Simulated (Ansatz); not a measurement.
A made-up structure of AlBH4, closed shell:

```
6
angstrom
B -0.0299 -0.9011 0.0333
Al 0.0268 0.8098 -0.0301
H -1.0599 -1.4097 -0.3470
H 0.9654 -1.4469 0.4529
H 0.5910 1.4053 -1.4250
H -0.4933 1.5426 1.3159
```

It is relaxed with PBE-D4/def2-SVP and then PBE0-D4/def2-TZVP (Ansatz 0.2.0). Atoms count as bonded within 1.22 times the sum of their covalent radii (H–H: 0.88 Å). The end point is not checked to be a true minimum.

(1) Does its bonding change? (Judge from chemistry; the calculation decides.)

Answers

(1) Computed: No: no bond forms or breaks.

Where it ends: The first stage lowers the energy by 1.66 eV in 6 steps. It ends as AlBH₄ ([BH2][AlH2]):
```
atom    x (Å)    y (Å)    z (Å)
  B1  -0.0369  -1.1124   0.0413
 Al2   0.0331   0.9998  -0.0372
  H3  -0.9957  -1.7461  -0.3058
  H4   0.8789  -1.7806   0.4365
  H5   0.5616   1.7563  -1.3365
  H6  -0.4411   1.8830   1.2017
```

Labels in which every atom is bracketed show which atoms are joined, not bond orders.

For scale, one of the runs: PBE0-D4/def2-TZVP relaxation, 92 basis functions, launched by `ansatz run in.yaml --threads 2 --pin off --events-out ev --progress --plain --max-ram 4352MiB`. The run took about 9 s on 2 CPU threads of an Intel Xeon Platinum 8259CL (shared host).
